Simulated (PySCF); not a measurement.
Consider ethyl fluoride, `CCF` (C2H5F). Atom numbers as in the mapped SMILES `[CH3:1][CH2:2][F:3]`.

Energies: ωB97X-D3(BJ)/ma-def2-TZVP (PySCF, density fitting, integration grid level 2) on PBE0-D3(BJ)/def2-SVP structures. Thermal corrections: PBE0-D3(BJ)/def2-SVP frequencies, unscaled, ideal gas at 298.15 K and 1 bar, quasi-RRHO entropy.

(1) What are the vertical and the adiabatic ionisation energy for forming the radical cation?

(2) What oxidation potential follows in acetonitrile (IEF-PCM), given that Fc+/Fc comes at 4.54 V absolute with this functional and basis?

(3) How far is −ε(HOMO) from the vertical value by ΔSCF?

## Answers

(1) 12.28 eV vertical and 11.53 eV adiabatic, the latter with zero-point energy.

(2) In the gas phase ΔG of oxidation is 11.509 eV, and solvation is -11.1 kJ/mol for the parent and -293.5 kJ/mol for the product, so the absolute potential is 8.58 V, or 4.04 V against Fc+/Fc. Fc+/Fc in acetonitrile, 4.54 V, is ωB97X-D3(BJ)/ma-def2-TZVP on PBE0-D3(BJ)/def2-SVP structures with GFN2-xTB thermal terms. Benchmark calculations put it near 5.0 V in acetonitrile and DMSO, so it is about 0.5 V low, and the value against it can read up to that much too high. The solvent is electrostatics only, on gas-phase structures; the absolute scale refers to an electron at rest in vacuum.

(3) −ε(HOMO) = 11.94 eV, which is 0.34 eV below the ΔSCF value.
